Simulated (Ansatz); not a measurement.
System: hcp Os. Method: PBEsol-D3(BJ) (Ansatz, a quantum-chemistry and plane-wave program, plane waves, PAW).

Numerical settings: plane-wave cutoff 520 eV, 24×24×14 k mesh (along the axes of the cell as run), Fermi–Dirac smearing 0.05 eV, no spin polarisation, scalar-relativistic PAW data made under PBE.

Energies at three volumes about the minimum:

```json
[
 {"V (Å³/atom)": "13.371", "E − E_lowest (meV/atom)": "8.00"},
 {"V (Å³/atom)": "13.644", "E − E_lowest (meV/atom)": "0.00"},
 {"V (Å³/atom)": "13.917", "E − E_lowest (meV/atom)": "7.45"}
]
```

Problem. Fit a parabola by hand: where is the minimum, and what is the bulk modulus?

Solution. Slopes: (0.00 − 8.00)/(13.644 − 13.371) = -29.304 and (7.45 − 0.00)/(13.917 − 13.644) = 27.289 meV/Å³. Curvature E″ = 2 × (27.289 − (-29.304))/(13.917 − 13.371) = 207.300 meV/Å⁶. From the middle of the first interval, the slope vanishes at V0 = 13.5075 − (-29.304)/207.300 = 13.649 Å³/atom. B = V0 E″ = 13.649 × 207.300 meV/Å³ × 0.1602 GPa per meV/Å³ = 453 GPa. The full Birch–Murnaghan fit to all volumes gives V0 = 13.644 Å³/atom and B0 = 453 GPa.

Shape and atoms are relaxed at each volume.

Measured, for comparison: bulk modulus 425 GPa (zero-point energy and finite temperature contributions removed; as tabulated in doi:10.1021/acs.jctc.3c00612). Computed (rounded) less measured: bulk modulus +7 %.

Note: the bulk modulus comes from volumes at which shape and atoms were relaxed.
